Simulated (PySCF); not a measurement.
H₆OSi₂.
SMILES with atom numbers: `[SiH3:1][O:2][SiH3:3]` (hydrogens: H4, H5, H6 on Si1; H7, H8, H9 on Si3)

Level of theory: core-valence-separated Tamm–Dancoff BHandHLYP/aug-pcX-1 (pcseg-1 on H, def2-SVPD on Si) in PySCF, non-relativistic, gas phase, PBE0-D3(BJ)/def2-SVP geometry.

Computed oxygen K-edge spectrum, Gaussian lines of 0.6 eV full width, highest printed point 100; it ends one width below the last computed root. BHandHLYP without relativity tends to put these K edges a few eV too low, so spacings mean more than positions.

(photon energy (eV), absorption): (531.4, 0), (531.5, 0), (531.6, 1), (531.7, 1), (531.8, 2), (531.9, 3), (532.0, 5), (532.1, 6), (532.2, 6), (532.3, 5), (532.4, 4), (532.5, 2), (532.6, 1), (532.7, 1), (532.8, 1), (532.9, 2), (533.0, 5), (533.1, 11), (533.2, 22), (533.3, 39), (533.4, 60), (533.5, 80), (533.6, 95), (533.7, 100), (533.8, 96), (533.9, 86), (534.0, 74), (534.1, 60), (534.2, 47), (534.3, 34), (534.4, 22), (534.5, 14), (534.6, 8), (534.7, 5)

Where are the maxima, and which lines make them up?

2 maxima:
- 532.2 eV: O2 (siloxane oxygen), 532.16 eV, f = 0.003, 100 % of the height at the exact maximum
- 533.7 eV: O2 (siloxane oxygen), 533.59 eV, f = 0.028, 55 % of the height at the exact maximum; O2 (siloxane oxygen), 533.74 eV, f = 0.016, 34 % of the height at the exact maximum

Further lines of some strength in the range: O2, 534.10 eV, f = 0.018, sum of 2.

Roots within 0.03 eV on the same or equivalent atoms count as one line; shares under 12 % aren't listed.

Vibrational structure and lifetime widths aren't in the curve. The ionisation threshold wasn't computed; near and above it a finite basis only mimics Rydberg series and continuum.
